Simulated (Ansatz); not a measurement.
**H₄NOSi radical: small, medium and large basis sets**

One table from this session's results is given with a row withheld; the runs are named, their logs left out.

Computed with Ansatz 0.2.0, Gaussian basis. Level: one geometry, several basis sets.

The runs, in order: PBE0-D4/def2-SVP; ωB97M-V/def2-SVP; PBE0-D4/def2-QZVPP; ωB97M-V/def2-QZVPP; the functionals' def2-TZVPP values are taken from earlier runs.

### Structure used throughout

The geometry comes from an earlier relaxation with PBE0-D4 in a triple-zeta def2 set; it is a stationary point, not always the lowest conformer.

SMILES `N[SiH]O`, 7 atoms, charge 0, spin multiplicity 2.

Atoms are counted from 1 here; the program's logs count them from 0.

Bond lengths: N1–Si2 1.723 Å, N1–H4 1.008 Å, N1–H5 1.009 Å, Si2–O3 1.649 Å, Si2–H6 1.500 Å, O3–H7 0.961 Å. Angles: Si2–N1–H4 120.5°, Si2–N1–H5 118.7°, H4–N1–H5 110.8°, N1–Si2–O3 109.4°, N1–Si2–H6 104.3°, O3–Si2–H6 112.7°, Si2–O3–H7 115.8°.

Set-up of the first run:

Contents of in.yaml:

```yaml
crystal:
  periodic: [false, false, false]
  atoms:
    - {symbol: N, position_ang: [-0.694889, 0.548318, -0.575242]}
    - {symbol: Si, position_ang: [0.293118, 0.158989, 0.781342]}
    - {symbol: O, position_ang: [1.622856, -0.672361, 0.270319]}
    - {symbol: H, position_ang: [-0.355851, 1.168148, -1.294827]}
    - {symbol: H, position_ang: [-1.685753, 0.673208, -0.432928]}
    - {symbol: H, position_ang: [-0.599083, -0.661903, 1.664676]}
    - {symbol: H, position_ang: [1.480901, -1.282399, -0.459040]}
basis:
  gaussian: {orbitals: def2-SVP}
magnetization: {spin_polarized: true, initial_magnetization: 1}
hamiltonian: {xc: pbe0, dispersion: d4}
output: {orbitals: {seedname: orbitals}}
```

Steps of the session up to this table: PBE0-D4 in def2-SVP; ωB97M-V in def2-SVP; PBE0-D4 in def2-QZVPP; ωB97M-V in def2-QZVPP.

One of the session's tables, all rows but one given; the rest of the session is left out.

It belongs to the step «Functionals by basis». 

| functional | basis | HOMO (eV) | LUMO (eV) |
| --- | --- | --- | --- |
| PBE0-D4 | def2-SVP | -5.22 | -1.45 |
| PBE0-D4 | def2-TZVPP | -5.43 | -1.59 |
| PBE0-D4 | def2-QZVPP | ? | ? |
| ωB97M-V | def2-SVP | -6.99 | 0.20 |
| ωB97M-V | def2-TZVPP | -7.22 | -0.04 |
| ωB97M-V | def2-QZVPP | -7.29 | -0.17 |

Q: Estimate the row for PBE0-D4, def2-QZVPP from the others.

**Answer.** HOMO (eV): -5.49; LUMO (eV): -1.67. In the column «HOMO (eV)» it lies between ωB97M-V, def2-SVP (-6.99) and PBE0-D4, def2-TZVPP (-5.43).
